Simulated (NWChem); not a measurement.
propene (C$_{3}$H$_{6}$)

```xyz
9

C      0.2514     1.2161     0.0000
C     -0.4594    -0.0966     0.0000
C      0.1256    -1.2953     0.0000
H     -0.0241     1.8172    -0.8830
H     -0.0241     1.8172     0.8830
H      1.3441     1.0885     0.0000
H     -1.5565    -0.0506     0.0000
H      1.2160    -1.3996     0.0000
H     -0.4609    -2.2178     0.0000
```
Charge 0, spin multiplicity 1.

All runs are NWChem calculations. Structure: optimised with PBE0/def2-SVP, a minimum by its harmonic frequencies.

The stability of the SCF solutions was not checked.

Worked example. At PBE/def2-TZVP the molecule has a total energy of -117.77678 Ha and the free atoms (multiplicities C 3, H 2) H -0.49962, C -37.79597 Ha. The electronic atomisation energy is the atoms' sum less the molecule's energy.

3·(-37.79597) + 6·(-0.49962) = -116.38563 Ha for the atoms; less the molecule's energy this leaves 1.39115 Ha, or 873.0 kcal/mol (3652 kJ/mol), without zero-point, thermal or spin-orbit terms.
